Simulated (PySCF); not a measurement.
propane (C₃H₈), SMILES CCC. Atoms are numbered in the order given.

```xyz
11

C      1.2736     0.0000     0.2592
C      0.0000     0.0000    -0.5856
C     -1.2736     0.0000     0.2592
H      2.1787     0.0000    -0.3690
H      1.3177     0.8890     0.9107
H      1.3177    -0.8890     0.9107
H      0.0000    -0.8811    -1.2510
H      0.0000     0.8811    -1.2510
H     -2.1787     0.0000    -0.3690
H     -1.3177    -0.8890     0.9107
H     -1.3177     0.8890     0.9107
```
Charge 0, spin multiplicity 1.

The structure is a stationary point at ωB97X-D3(BJ)/def2-SVP.

All values below come from M06-2X/def2-TZVPD in PySCF.

Isolated molecule, no solvent.

Computed frontier levels, gap, dipole moment and polarisability:
```yaml
highest_occupied_level: -10.44 eV
lowest_empty_level: 0.62 eV
orbital_gap: 11.06 eV
dipole_moment: 0.09 D
quadrupole, principal values (traceless, Buckingham form, about the centre of nuclear charge): -0.55, -0.08, 0.62 D·Å
mean_static_polarisability: 40.7 bohr³ (6.03 Å³)
polarisability_principal_values: 37.5, 39.7, 44.9 bohr³
```
